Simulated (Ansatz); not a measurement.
C₂H₅N, SMILES C1CN1, a ladder of basis sets

Computed with Ansatz 0.2.0 through its Python package.

Run as a notebook:

```python
import ansatz

GEOMETRY = '''
C     0.79380   -0.06770    0.02520
C    -0.66000   -0.44700   -0.00480
N    -0.20180    0.81850   -0.56700
H     1.23190    0.24790    0.96330
H     1.46480   -0.55820   -0.66890
H    -0.97870   -1.19560   -0.71930
H    -1.23220   -0.39490    0.91240
H    -0.41780    1.59690    0.05890
'''
```

```python
c2h5n = ansatz.Crystal.molecule()
for line in GEOMETRY.strip().splitlines():
    symbol, *xyz = line.split()
    c2h5n = c2h5n.atom(symbol, [float(v) for v in xyz])
```

```python
setup = c2h5n.calculation().correlation('mp2', electrons='all')

energies = {}
for basis in ['cc-pVDZ', 'cc-pVTZ']:
    summary = setup.basis(gaussian=basis).run(threads=1, pin='off').report
    size = summary['n_frozen'] + summary['n_occupied'][0] + summary['n_virtual'][0]
    energies[basis] = (summary['reference_energy_ev'] / 27.211386246, summary['free_energy_ev'] / 27.211386246)
    print(f'{basis:14s} {size:4d} orbitals  reference {energies[basis][0]:14.6f} Ha  total {energies[basis][1]:14.6f} Ha')
```

    cc-pVDZ          67 orbitals  reference    -133.049566 Ha  total    -133.505525 Ha
    cc-pVTZ         160 orbitals  reference    -133.088870 Ha  total    -133.686087 Ha

```python
# two-point extrapolation: the basis-set error of the correlation energy falls as X^-3
small, large = (energies[b][1] - energies[b][0] for b in ('cc-pVDZ', 'cc-pVTZ'))
limit = (3 ** 3 * large - 2 ** 3 * small) / (3 ** 3 - 2 ** 3)
print(f'correlation energy: {small:.6f} and {large:.6f} Ha, extrapolated {limit:.6f} Ha')
print(f'share caught by the larger set: {100 * large / limit:.1f} %')
```

    correlation energy: -0.455959 and -0.597218 Ha, extrapolated -0.656695 Ha
    share caught by the larger set: 90.9 %

Against cc-pVDZ: cc-pVTZ -180.6 mHa. The last step alone is -180.56 mHa.

Caveats:
- The settings weren't tested for convergence.
- The geometry is a force-field or estimated start, not a minimum of this method, and the last set is no limit. Much of the fall in a total is atomic energy, which cancels in bond and reaction energies.
- An extrapolation from small basis sets is rough.
- Wall time of the script: 3.9 s on 1 thread of Arm Neoverse V1 (shared host), peak memory 0.3 GiB.

(Lines on the test bed's own set-up are left out of the output.)
